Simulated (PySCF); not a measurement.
Computed with PySCF with PBE-D3(BJ)/def2-TZVP // B3LYP-D3(BJ)/def2-TZVP. Isolated molecules, 0 K electronic values unless said otherwise. One relaxed conformer stands for a flexible species; it need not be the lowest. Delta-SCF ions had no search for a lower state. Excitations are Tamm–Dancoff values on a coarser integration grid. The basis has no diffuse functions, so Rydberg states are missing or too high.

Reference species (SMILES): `C=C` (neutral, multiplicity 1).

```yaml
S1 excitation (TDA): 7.77 eV
HOMO: -6.76 eV
brightest of the four lowest singlets (TDA): 8.50 eV
vertical ionisation energy (Delta-SCF): 10.68 eV
```

Changed species: `C=COC` (C–C–O–C torsion 178°) (X = methoxy; the reference has X = H).

Q: Give the shifts of the S1 excitation (TDA), HOMO, brightest of the four lowest singlets (TDA) and vertical ionisation energy (Delta-SCF).

A: the S1 excitation (TDA) falls by 1.74 eV, to 6.03 eV; the HOMO rises by 1.44 eV, to -5.32 eV; the brightest of the four lowest singlets (TDA) falls by 1.82 eV, to 6.68 eV; the vertical ionisation energy (Delta-SCF) drops by 1.99 eV, to 8.69 eV.
